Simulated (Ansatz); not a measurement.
Geometry optimisation, RKS B3LYP/6-31G* in Ansatz 0.2.0.

Input:

```yaml
crystal:
  periodic: [false, false, false]
  atoms:
    - { symbol: B, position_ang: [0.0, 0.0, 0.0] }
    - { symbol: F, position_ang: [0.0, 0.0, 1.67] }
    - { symbol: H, position_ang: [1.0305, 0.0, -0.595] }
    - { symbol: H, position_ang: [-1.0305, 0.0, -0.595] }
    - { symbol: O, position_ang: [0.0715, -1.6212, 0.5392] }
    - { symbol: H, position_ang: [-0.475, -2.2058, -0.077] }
    - { symbol: H, position_ang: [0.0453, -1.0266, 1.5024] }
basis:
  gaussian: { orbitals: "6-31G*" }
hamiltonian:
  xc: b3lyp
relax:
  f_tol: 0.15
  max_steps: 25
  restrain:
    - { distance: [0, 4], at: 1.41, k: 30.0 }
    - { distance: [6, 1], at: 0.92, k: 30.0 }
    - { distance: [0, 1], at: 2.52, k: 30.0 }
    - { distance: [6, 4], at: 2.21, k: 30.0 }
output:
  orbitals: {}
```

Command:

```bash
$ ansatz run input.yaml --threads 1 --pin off --max-ram 2048MiB --backend cpu --events-out ev --progress --plain --runs-dir out
```

Q: Where does it end, and by what steps?

A: The forces met the threshold. The restraints hold the end off the free minimum. After 9 steps the energy has fallen by 1.965 eV (the restraints' own energy left out); H7 moved furthest, 0.58 Å. Parted: B1–F2, O5–H7.

| step | energy less start (eV) | largest force component (eV/Å) | accepted |
| --- | --- | --- | --- |
| 0 | 0.0000 | 5.717 | yes |
| 1 | -0.9257 | 4.374 | yes |
| 2 | -1.5000 | 3.235 | yes |
| 3 | -1.7476 | 2.511 | yes |
| 4 | -1.9197 | 1.166 | yes |
| 5 | -1.8426 | 2.266 | no |
| 6 | -1.9474 | 0.712 | yes |
| 7 | -1.9379 | 0.741 | no |
| 8 | -1.9644 | 0.684 | yes |
| 9 | -1.9653 | 0.709 | yes |

```xyz
7
Properties=species:S:1:pos:R:3
B 0.030 -0.416 -0.392
F -0.135 0.055 2.080
H 1.046 0.203 -0.450
H -1.029 0.020 -0.738
O 0.157 -1.744 -0.009
H -0.701 -2.195 -0.016
H 0.273 -0.777 1.971
```

Whether the end is a true minimum wasn't checked by a vibrational analysis.

Time of the run: 18 s on 1 thread of Intel(R) Xeon(R) Platinum 8259CL CPU @ 2.50GHz (Skylake/Cascade Lake) (shared host), peak memory 0.14 GiB.
